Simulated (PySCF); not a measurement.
## C4H6: g tensor and hyperfine couplings

C4H6 (triplet state).
Cartesian coordinates in Å at the PBE0-D3(BJ)/def2-SVP level; atoms count from 1:
```xyz
10
C4H6 angstrom
C      1.876    0.022    0.111
C      0.500   -0.396   -0.082
C     -0.586    0.396    0.101
C     -1.964   -0.024   -0.089
H      2.691   -0.701    0.064
H      2.113    1.059    0.357
H      0.334   -1.435   -0.392
H     -0.422    1.436    0.409
H     -2.205   -1.068   -0.302
H     -2.778    0.703   -0.077
```

The hyperfine couplings belong to this conformer and change with its torsions.

Identity: `[CH2]/C=C/[CH2]` [triplet].

Theory: UKS B3LYP, IGLO-III on C, pcH-1 on H, non-relativistic, mean-field spin-orbit, GIAO in PySCF. Geometry: PBE0-D3(BJ)/def2-SVP; no solvent, vibrations or thermal averaging. No stability test was run, so a lower SCF solution isn't excluded.

```json
{"g1, g2, g3": "2.00219, 2.00280, 2.00285", "g_iso": "2.00261", "Form of g": "close to axial: the two nearest values differ by 7 % of g3 − g1", "⟨S²⟩": "2.0073 (exact 2.0000)", "D, E": "-0.132, -0.005 cm⁻¹", "HOMO–LUMO gap, α and β orbitals": "4.78, 4.48 eV"}
```

Hyperfine couplings atom by atom, in G; T1 to T3 are the principal values of the dipolar part; ρ(0) is the spin density at the nucleus (MHz turned into gauss with g_iso; 10 G = 1 mT):

```
atom  isotope  a_iso     T1     T2    T3  Mulliken spin population  ρ(0) (bohr⁻³)
  C1      13C   11.9  -12.7  -12.5  25.2                      0.96         0.0596
  C2      13C   -2.2   -3.6   -2.4   5.9                      0.14        -0.0112
  C3      13C   -2.2   -3.8   -2.6   6.3                      0.15        -0.0107
  C4      13C   12.0  -12.8  -12.6  25.4                      0.96         0.0600
  H5       1H  -10.5   -6.3   -0.2   6.5                     -0.05        -0.0132
  H6       1H  -10.2   -5.8   -0.5   6.3                     -0.05        -0.0127
  H7       1H   -2.2   -1.4   -0.7   2.0                     -0.01        -0.0028
  H8       1H   -2.2   -1.3   -0.8   2.1                     -0.01        -0.0028
  H9       1H  -10.2   -5.9   -0.4   6.3                     -0.05        -0.0128
 H10       1H  -10.5   -6.3   -0.2   6.5                     -0.05        -0.0132
```

The Mulliken spin populations are largest on C4 (+0.96), C1 (+0.96), C3 (+0.15) and C2 (+0.14). The angles at C4 add up to 359.9°, so it is planar.

Axes: g3 points within 4° of the C1–C2 bond.

The 13C coupling of C1/C4 (mean 33.6 MHz) shows only in satellite lines or after enrichment, since that isotope makes up about 1.07 % of natural carbon.

The spin density at the nucleus, in bohr⁻³, is negative for H5/H6/H9/H10 (-0.0130), C2/C3 (-0.0110) and H7/H8 (-0.0028), for instance. A restricted open-shell determinant has no negative spin density anywhere; here it arises because α and β orbitals differ (spin polarisation).
